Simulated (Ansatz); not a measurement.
For 1T (CdI2-type) TiSe2 (undistorted form, which takes a superstructure on cooling), PBE-D3(BJ) (Ansatz, an electronic-structure program, plane waves, PAW) gives:

```
Quantity                       Result
---------------------  --------------
lattice constant a            3.482 Å
lattice parameter c           5.863 Å
enthalpy of formation  -1.125 eV/atom
```

Question: What does PBE0 in Ansatz (plane waves, PAW) give for the same quantities?

Answer: 
- lattice constant a: 3.554 Å (grows by 2.1 %)
- lattice parameter c: 6.667 Å (increases by 14 %)
- formation enthalpy: -1.290 eV/atom (moves by -0.165 eV/atom)

For comparison: lattice constant a 3.536 Å (measured, temperature not stated, not corrected to a static lattice; as tabulated in Björkman (2014), arXiv:1406.2436); lattice parameter c 5.996 Å (measured, temperature not stated, zero-point anharmonic expansion removed (computed with revB86b-DF2); no thermal correction; as tabulated in Björkman (2014), arXiv:1406.2436).

Changes are worked out from the printed values.

Unless a cell is named, each level is at its own relaxed cell (PBE-D3(BJ) 20.52, PBE0 24.31 Å³/atom).

Caveats: the cell comes from a level without a dispersion term, which matters for the spacing of layers, chains or molecules (PBE0). Ansatz's density-functional and Hartree–Fock values are scalar-relativistic unless marked +SOC, with PAW data made under PBE.
